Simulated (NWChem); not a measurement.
**How the cost of HF grows with the basis: C3H7Cl (1-chloropropane)**

C3H7Cl has 11 atoms, charge 0, and is taken as a singlet. SMILES: `CCCCl`. Geometry: relaxed at PBE0-D4/def2-TZVP. This is one conformer, not always the lowest.

HF, gradient, NWChem 7.3.0, on 1 thread of Intel Xeon Platinum 8488C (Sapphire Rapids), shared host. N is the number of basis functions, t the processor time.

| basis | N | t (s) | ln N | ln t |
| --- | --- | --- | --- | --- |
| def2-SVP | 95 | 19 | 4.554 | 2.944 |
| def2-SVPD | 143 | 73 | 4.963 | 4.290 |
| def2-TZVP | 172 | 160 | 5.147 | 5.075 |
| def2-TZVPD | 220 | ? | 5.394 | ? |

Question: Fit t = C·Nᵖ to the known rows and estimate the time in def2-TZVPD.

Answer: 
1. Means of the 3 rows: ln N = 4.88800, ln t = 4.1030.
2. Σ(Δln N)² = 0.18426, Σ(Δln N·Δln t) = 0.65288, so the slope is 0.65288/0.18426 = 3.5433.
3. Intercept: 4.1030 − (3.5433) × 4.88800 = -13.2167. The largest residual of the fit is 0.079.
4. ln t = -13.2167 + 3.5433 × 5.394, so t ≈ 360 s.

The run took 390 s, so the estimate is too short by a factor of about 1.1. The fitted power is 3.5, with the electron count fixed.
